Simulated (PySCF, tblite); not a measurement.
**C4H7N2 radical: geometry, infrared bands and EPR parameters**

What infrared bands and EPR parameters should C4H7N2 radical (`N#CC[CH]CN`) show?

The runs use tblite 0.8.0 and PySCF 2.14.0, with density-fitted response routines of our own; the level of theory stands in each step. All values are computed, except where a source is named. Atoms are numbered from 0 throughout.

### Step 1. The starting structure

13 atoms, charge 0, multiplicity 2; geometry from: force field or distance geometry start.

Bonds of the start (Å): N0–C1 1.18, C1–C2 1.45, C2–C3 1.51, C3–C4 1.49, C4–N5 1.45, C2–H6 1.10, C2–H7 1.10, C3–H8 1.08, C4–H9 1.10, C4–H10 1.09, N5–H11 1.02, N5–H12 1.01.

### Step 2. Relaxing the molecule with GFN2-xTB

What the job is given:

```
{"job": {"kind": "relax", "xc": "GFN2-xTB", "basis": "xTB"}, "charge": 0, "multiplicity": 2}
N      2.733900    -0.576900     1.908300
C      1.992700     0.086900     1.276100
C      1.096200     0.910700     0.488300
C      0.352300     0.096600    -0.537300
C     -0.786600    -0.775300    -0.120700
N     -1.818000     0.028800     0.501500
H      0.388100     1.450500     1.132900
H      1.669900     1.686500    -0.039400
H      0.833300    -0.093000    -1.486500
H     -1.204400    -1.276500    -1.004200
H     -0.442600    -1.554200     0.557400
H     -2.545700    -0.591300     0.862800
H     -2.273300     0.607600    -0.192800
```

Run with:

```console
> OMP_NUM_THREADS=1 python probes_run.py task.json out
```

This one command runs all jobs of the session in turn.

What it wrote:

```text
step      E/eV     max force
  0    -485.30746    4.107
  1    -484.94280   13.912
  2    -485.41212    1.266
  3    -485.42876    0.595
  4    -485.45242    0.839
  5    -485.46010    0.504
  6    -485.46604    0.135
  7    -485.46840    0.219
  8    -485.47121    0.244
  9    -485.47332    0.181
 10    -485.47519    0.144
 11    -485.47662    0.130
 12    -485.47801    0.143
 13    -485.47941    0.100
 14    -485.48082    0.123
 15    -485.48226    0.129
 16    -485.48400    0.163
 17    -485.48633    0.200
 18    -485.48894    0.167
 19    -485.49093    0.110
 20    -485.49201    0.092
 21    -485.49265    0.074
 22    -485.49329    0.067
 23    -485.49385    0.054
 24    -485.49420    0.046
 25    -485.49440    0.032
 26    -485.49456    0.031
 27    -485.49474    0.035
 28    -485.49493    0.041
 29    -485.49513    0.047
 30    -485.49537    0.057
 31    -485.49568    0.065
 32    -485.49603    0.061
 33    -485.49640    0.060
 34    -485.49677    0.063
 35    -485.49722    0.064
 36    -485.49779    0.094
 37    -485.49846    0.093
 38    -485.49914    0.079
 39    -485.49968    0.068
 40    -485.50001    0.038
 41    -485.50021    0.037
 42    -485.50037    0.035
 43    -485.50054    0.038
 44    -485.50072    0.036
 45    -485.50090    0.038
 46    -485.50107    0.039
 47    -485.50126    0.047
 48    -485.50147    0.050
 49    -485.50172    0.055
 50    -485.50198    0.044
 51    -485.50214    0.037
 52    -485.50232    0.037
 53    -485.50258    0.046
 54    -485.50292    0.047
 55    -485.50325    0.053
 56    -485.50352    0.039
 57    -485.50371    0.034
 58    -485.50386    0.043
 59    -485.50402    0.043
 60    -485.50412    0.046
 61    -485.50419    0.022
 62    -485.50425    0.025
 63    -485.50430    0.031
 64    -485.50435    0.026
 65    -485.50439    0.037
 66    -485.50441    0.013
 67    -485.50442    0.008
```

It took 0.21 s on 1 thread of Arm Neoverse V2, shared host.

The steps of the relaxation: (not every step is listed) (the energy doesn't fall at every step)

| step | energy from step 0 (eV) | largest force (eV/Å) |
| --- | --- | --- |
| 0 | 0.0000 | 4.1075 |
| 1 | 0.3647 | 13.9121 |
| 2 | -0.1047 | 1.2658 |
| 3 | -0.1213 | 0.5947 |
| 4 | -0.1450 | 0.8389 |
| 5 | -0.1526 | 0.5036 |
| 6 | -0.1586 | 0.1345 |
| 7 | -0.1609 | 0.2187 |
| 8 | -0.1637 | 0.2443 |
| 13 | -0.1719 | 0.1004 |
| 18 | -0.1815 | 0.1669 |
| 23 | -0.1864 | 0.0541 |
| 28 | -0.1875 | 0.0414 |
| 33 | -0.1889 | 0.0601 |
| 38 | -0.1917 | 0.0788 |
| 43 | -0.1931 | 0.0382 |
| 48 | -0.1940 | 0.0503 |
| 53 | -0.1951 | 0.0459 |
| 58 | -0.1964 | 0.0431 |
| 62 | -0.1968 | 0.0253 |
| 63 | -0.1968 | 0.0308 |
| 64 | -0.1969 | 0.0258 |
| 65 | -0.1969 | 0.0373 |
| 66 | -0.1970 | 0.0131 |
| 67 | -0.1970 | 0.0078 |

Distances of close pairs at the start and the end, largest changes first:

```csv
bond,before (Å),after (Å),change (Å)
N0–C1,1.179,1.144,-0.035
C2–C3,1.506,1.485,-0.021
C4–H10,1.089,1.104,+0.016
C3–C4,1.494,1.481,-0.013
C4–N5,1.448,1.460,+0.011
N5–H11,1.022,1.013,-0.009
C2–H6,1.099,1.093,-0.007
C4–H9,1.098,1.104,+0.006
```

The final coordinates are the input of the step that follows.

### Step 3. Infrared spectrum with GFN2-xTB

What the job is given:

```
{"job": {"kind": "ir", "xc": "GFN2-xTB", "basis": "xTB"}, "charge": 0, "multiplicity": 2}
N      2.810028    -0.439396     1.754541
C      2.019567     0.189495     1.216906
C      1.002550     0.912030     0.482804
C      0.426915    -0.034370    -0.506670
C     -0.806702    -0.785552    -0.179631
N     -1.754225     0.057283     0.542958
H      0.225700     1.238168     1.178449
H      1.474228     1.777992     0.006963
H      1.033995    -0.361852    -1.332934
H     -1.219848    -1.224586    -1.104677
H     -0.565892    -1.629403     0.490385
H     -2.545149    -0.489273     0.862536
H     -2.105554     0.789949    -0.065135
```

What it wrote:

```text
mode    cm-1     km/mol
  1      44.7      2.59
  2      88.4      5.07
  3     180.8      6.32
  4     237.7     19.62
  5     287.4     36.89
  6     367.5      3.65
  7     417.4     15.59
  8     507.1      2.11
  9     547.9     15.41
 10     848.5     13.80
 11     875.1     61.63
 12     942.1     49.99
 13     966.4      3.89
 14    1004.1     55.03
 15    1068.9      8.02
 16    1100.5      2.72
 17    1130.9      6.41
 18    1171.4      5.50
 19    1222.7     13.69
 20    1248.4      5.94
 21    1324.3     33.79
 22    1336.7     10.86
 23    1391.6      7.63
 24    1446.3      3.23
 25    1560.6     32.75
 26    2388.5    280.67
 27    2789.9     50.57
 28    2830.5     69.87
 29    2928.1     15.54
 30    2975.4      1.49
 31    3115.5     31.44
 32    3390.0      8.83
 33    3429.3      5.71
```

It took 0.19 s on 1 thread of Arm Neoverse V2, shared host.

The strongest bands and the atoms that carry them (share of the mass-weighted mode):

| cm⁻¹ | km/mol | atoms |
| --- | --- | --- |
| 287 | 36.9 | H12 41 %, H11 36 % |
| 875 | 61.6 | C2 21 %, H7 16 %, H12 14 %, H11 12 % |
| 942 | 50.0 | C2 20 %, N5 15 %, C4 14 %, C3 11 % |
| 1004 | 55.0 | H11 30 % |
| 1324 | 33.8 | C3 42 %, H8 28 % |
| 2388 | 280.7 | C1 60 %, N0 40 % |
| 2790 | 50.6 | H10 51 %, H9 41 % |
| 2830 | 69.9 | H9 53 %, H10 43 % |

### Step 4. g tensor and hyperfine couplings: B3LYP/pcH-1

Settings changed since step 3:

```diff
@@ -1,2 +1,2 @@
-{"job": {"kind": "ir", "xc": "GFN2-xTB", "basis": "xTB"}, "charge": 0, "multiplicity": 2}
+{"job": {"kind": "epr", "basis": "pcH-1"}, "charge": 0, "multiplicity": 2}
 N      2.810028    -0.439396     1.754541
```

Method: UKS B3LYP, pcH-1 on C H N, non-relativistic, mean-field spin-orbit, GIAO.

What it wrote:

```text
UKS, coarse grid
  cycle   1  E = -266.00933935  |g| = 3.88e-01
  cycle   2  E = -265.83608521  |g| = 7.50e-01
  cycle   3  E = -266.07426217  |g| = 1.38e-01
  cycle   4  E = -266.08184465  |g| = 4.87e-02
  cycle   5  E = -266.08281005  |g| = 1.27e-02
  cycle   6  E = -266.08288243  |g| = 3.14e-03
  cycle   7  E = -266.08288796  |g| = 1.26e-03
  cycle   8  E = -266.08288905  |g| = 5.28e-04
UKS, final grid
  cycle   1  E = -266.08287168  |g| = 6.05e-04
  cycle   2  E = -266.08287158  |g| = 7.70e-04
  cycle   3  E = -266.08287186  |g| = 1.05e-04
  cycle   4  E = -266.08287186  |g| = 4.56e-05
  cycle   5  E = -266.08287187  |g| = 2.36e-05
E = -266.08287187 Eh   <S^2> = 0.7538 (exact 0.7500)
g shifts (ppm)      1          2          3
  rmc          -149       -149       -149
  gc              4         35         26
  oz_so         -16        463        778
  total        -161        349        655
hyperfine (MHz)  atom isotope    a_iso     a_fc   dipolar eigenvalues
    0   14N       1.20       1.20     -2.14     -1.35      3.49
    1   13C      91.39      91.39     -4.95     -3.02      7.97
    2   13C     -22.03     -22.03     -2.33      0.09      2.24
    3   13C     107.40     107.40    -81.01    -80.28    161.29
    4   13C     -34.46     -34.46     -2.02     -1.08      3.09
    5   14N      13.48      13.48     -0.96     -0.62      1.58
    6    1H      11.33      11.33     -5.24     -4.21      9.44
    7    1H      58.15      58.15     -5.10     -4.63      9.73
    8    1H     -60.56     -60.56    -38.06     -1.09     39.14
    9    1H      36.31      36.31     -5.71     -4.36     10.07
   10    1H     147.71     147.71     -5.79     -2.24      8.03
   11    1H       1.35       1.35     -2.50     -1.58      4.08
   12    1H      -0.46      -0.46     -4.48     -2.86      7.33
```

It took 29 s on 1 thread of Arm Neoverse V2, shared host; peak memory 0.86 GiB.

Principal g values 2.00216, 2.00267, 2.00297; g(iso) = 2.00260, against 2.00232 for a free electron.

Mean a(iso) over the nuclei that a row names, and the largest dipolar term of the row (other rows stand at the frozen geometry):

```
  nuclei  isotope  a(iso) (MHz)  a(iso) (G, at g = 2.0023)  largest dipolar term (MHz)
      C3      13C         107.4                       38.3                       161.3
 H9, H10       1H          92.0                       32.8                        10.1
      C1      13C          91.4                       32.6                         8.0
      H8       1H         -60.6                      -21.6                        39.1
  H6, H7       1H          34.7                       12.4                         9.7
      C4      13C         -34.5                      -12.3                         3.1
      C2      13C         -22.0                       -7.9                        -2.3
      N5      14N          13.5                        4.8                         1.6
      N0      14N           1.2                        0.4                         3.5
H11, H12       1H           0.4                        0.2                         7.3
```

Mulliken spin populations:

N0 0.03; C1 0.02; C2 -0.07; C3 1.02; C4 -0.08; N5 0.01; H6 0.00; H7 0.02; H8 -0.04; H9 0.01; H10 0.07; H11 0.00; H12 0.01

In first order the couplings over 0.8 MHz of 1H, 14N give 162 distinct lines over 122.6 G, if the averaged nuclei exchange fast.

Orbitals, density, ELF and potential are computed afterwards from the orbital file.

ELF in a plane through or near 4 of the atoms.

Ten even steps from ' ' (0.00) to '@' (1.00):
```
                                                        
                                                        
                                                        
                        ..                              
                      --==::                            
                  ..::##%%##    ..--++++::              
                ..--++%%@@%%..  --##@@@@++::            
                ::++++%%@@##  ..==%%@@@@**::            
            ....--++::++++==    ::**%%%%==::            
          ..----++##::--%%**--::--****++--..            
        ..::====++**++%%@@******++**==::..              
        ..::==++==--::****::%%%%--==**::                
        ..::------..  ++****%%##--%%@@%%--              
          ........    ++##++----++@@@@@@%%==            
                      --++--  ..--%%@@@@%%==            
                      ....        ++%%%%==..            
                                  ..====..              
                                                        
                                                        
                                                        
```
The map spans 11.0 Å across and 8.0 Å up, centred on the molecule. Atoms in the plane (x, y in Å): C2 (-1.2, 0.6), C3 (-0.2, -0.5), H9 (1.7, -1.3), H12 (1.9, 1.1).

On the surface of density 0.002 e/bohr³ the electrostatic potential runs, from the 1st to the 99th percentile, from -1.98 V near N0 to 1.67 V near H11.

The spin density lies nearest to C3 59 %; H8 17 %.

### Step 5. Outcome

```
                                 quantity                  value
strongest single infrared mode (GFN2-xTB)  2388 cm⁻¹, 281 km/mol
             zero-point energy (GFN2-xTB)          64.6 kcal/mol
                           g(iso) (B3LYP)                2.00260
                                     ⟨S²⟩     0.754 (exact 0.75)
       largest a(iso) (averaged by class)   13C on C3, 107.4 MHz
    surface potential, 1st and 99th percentile     -1.98 V and 1.67 V
```

What this shows: Over 67 steps the energy fell by 0.197 eV; of the close pairs, N0–C1 changed most, 1.179 to 1.144 Å. No mode is imaginary among the 33: a minimum at this level. The strongest single mode, at 2388 cm⁻¹, moves mainly C1 and N0. Unscaled tight-binding wavenumbers are off by several per cent, some by more. Its intensities can rank the bands wrongly. C3 carries the largest spin population, 1.02 e. The isotropic g lies 0.3 ppt above the free-electron value.
